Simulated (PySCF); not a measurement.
Calculation: B3LYP-D3(BJ)/def2-TZVP run with PySCF. Isolated molecules, 0 K electronic values unless said otherwise. One relaxed conformer stands for a flexible species; it need not be the lowest. B3LYP has the VWN-RPA correlation part, as in Gaussian. Delta-SCF ions had no search for a lower state. 

Reference species (SMILES): `S` (neutral, multiplicity 1).

```yaml
HOMO: -7.23 eV
vertical ionisation energy (Delta-SCF): 10.41 eV
```

Changed species: `FC(F)S` (F–C–S–H torsion 68°) (X = difluoromethyl; the reference has X = H).

Q: Predict the effect on the HOMO and vertical ionisation energy (Delta-SCF).

A: the HOMO falls by 0.39 eV, to -7.62 eV; the vertical ionisation energy (Delta-SCF) rises by 0.08 eV, to 10.49 eV.
